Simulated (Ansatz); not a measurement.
Born–Oppenheimer molecular dynamics of CH₄BF (7 atoms, charge 0, multiplicity 1). It starts from a relaxed structure.

Theory: RKS B3LYP-D4/def2-SVP (Ansatz).

```yaml
ensemble: NVE (velocity Verlet)
time_step: 1 fs
steps_asked: 100
starting_velocities_drawn_for: 1000 K
seed: 727143
```

First frame:

```xyz
7
Properties=species:S:1:pos:R:3
B 0.000 0.009 0.024
C 0.021 -0.018 1.585
H -0.867 -0.550 1.970
H 0.930 -0.466 2.014
H -0.075 1.019 1.960
F 1.052 -0.401 -0.677
H -0.948 0.407 -0.620
```

Task: How far do the bonds stretch over the last three quarters of this one trajectory? (Pairs bonded in most of those frames.)

Result: 
| bond | mean (Å) | spread (Å) | shortest | longest |
| --- | --- | --- | --- | --- |
| B1–C2 | 1.576 | 0.079 | 1.46 | 1.74 |
| B1–F6 | 1.333 | 0.046 | 1.25 | 1.41 |
| B1–H7 | 1.217 | 0.037 | 1.16 | 1.27 |
| C2–H3 | 1.109 | 0.014 | 1.08 | 1.13 |
| C2–H4 | 1.109 | 0.044 | 1.04 | 1.17 |
| C2–H5 | 1.118 | 0.061 | 1.02 | 1.20 |

Mean temperature of the second half: 478 K. The conserved energy stayed within 2.9 meV per atom of its start (net change 1.8 meV per atom), so the integration is sound. Over the second half the temperature averaged 0.48 of the 1000 K drawn at the start: a run that starts near a minimum puts about half its kinetic energy into the potential. A run of 0.1 ps of so small a system gives no equilibrium averages.

Time of the run: 100 s on 1 thread of Arm Neoverse V2 (shared host), peak memory 0.1 GiB.
